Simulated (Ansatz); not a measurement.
# AlBH (doublet): from Hartree-Fock to the top rungs at distance B1–Al2 = 3.853 Å, 6-31G

Aim: climb from Hartree-Fock through coupled cluster and multireference methods for AlBH (doublet) at one geometry and basis, and see what each rung misses.

Method: 6-31G, core rule «outside noble gas», up to 6 orbitals frozen; program: Ansatz 0.2.0, Gaussian basis.

Plan: UHF; CCSD(T) on ROHF; CCSD(T) on UHF; BCCD(T) on ROHF; CISD; CCSDT(Q) on ROHF; CCSDT(Q) on UHF; CCSDTQ on ROHF; CCSDTQ on UHF; CASSCF and MRCISD+Q, 3 electrons in 3 orbitals; CASSCF and NEVPT2, 3 electrons in 3 orbitals; CASSCF and MRCISD+Q, 7 electrons in 9 orbitals; CASSCF and NEVPT2, 7 electrons in 9 orbitals; Full CI.

30 further runs of the same task are left out: 1 for a known fault of the program, 20 that didn't finish, 9 set aside as unsound or not needed.

### Step 1. The geometry

The geometry derives from a PBE0/def2-TZVP stationary point (not a proven minimum). One bond is set to the value named and the two fragments are kept rigid.

3 atoms, charge 0, spin multiplicity 2.

Atoms are counted from 1 here; the program's logs count them from 0.

Bond lengths: Al2–H3 1.601 Å.

### Step 2. UHF

Contents of in.yaml:

```yaml
crystal:
  periodic: [false, false, false]
  atoms:
    - {symbol: B, position_ang: [0.000000, -0.284179, 2.789048]}
    - {symbol: Al, position_ang: [0.000000, 0.152959, -1.039074]}
    - {symbol: H, position_ang: [0.000000, -1.046511, -2.099893]}
basis:
  gaussian: {orbitals: 6-31G}
magnetization: {spin_polarized: true, initial_magnetization: 1}
hamiltonian: {xc: hf}
output: {orbitals: {seedname: orbitals}}
```

On the command line:

```console
$ ansatz run in.yaml --threads 1 --pin off --events-out ev --progress --plain --max-ram 2393MiB
```

The runs that follow: CCSD(T) on ROHF; CCSD(T) on UHF; BCCD(T) on ROHF; CISD; CCSDT(Q) on ROHF; CCSDT(Q) on UHF; CCSDTQ on ROHF; CCSDTQ on UHF; CASSCF and MRCISD+Q, 3 electrons in 3 orbitals; CASSCF and NEVPT2, 3 electrons in 3 orbitals; CASSCF and MRCISD+Q, 7 electrons in 9 orbitals; CASSCF and NEVPT2, 7 electrons in 9 orbitals; Full CI.

Q: Predict the results of all the runs planned. Wanted: FCI below the RHF energy; RMP2 from FCI; UMP2 from FCI; RCCSD from FCI; RCCSD(T) from FCI; UCCSD(T) from FCI; RCCSDT(Q) from FCI; UCCSDT(Q) from FCI; NEVPT2 pair from FCI.

As calculated:

| quantity | value |
| --- | --- |
| FCI below the RHF energy | -2.4489 eV |
| RMP2 from FCI | +97.4 kJ/mol |
| UMP2 from FCI | +100.1 kJ/mol |
| RCCSD from FCI | +3.6 kJ/mol |
| RCCSD(T) from FCI | +1.5 kJ/mol |
| UCCSD(T) from FCI | +1.5 kJ/mol |
| RCCSDT(Q) from FCI | +0.1 kJ/mol |
| UCCSDT(Q) from FCI | +0.1 kJ/mol |
| NEVPT2 pair from FCI | +82.7 kJ/mol |
| NEVPT2 valence from FCI | +19.9 kJ/mol |
| MRCISD+Q valence from FCI | +1.1 kJ/mol |
| levels within 1 kcal/mol (43 meV) | RCCSD, UCCSD, RCCSD(T), UCCSD(T), BCCD(T), RCCSDT, UCCSDT, RCCSDT(Q), UCCSDT(Q), RCCSDTQ, UCCSDTQ, MRCISD valence, MRCISD+Q valence |
| T1 diagnostic | 0.030 |
| effectively unpaired electrons | 1.14 |

What this shows: RCCSD(T) misses by +1.5 kJ/mol, 0.6 % of the correlation energy. One determinant dominates. Of the multireference levels listed MRCISD+Q valence comes nearest in total energy (+1.1 kJ/mol), which doesn't show that its space is the better one. These misses are within one basis, not against nature; the frozen cores of restricted and unrestricted runs differ, which can shift their rows.
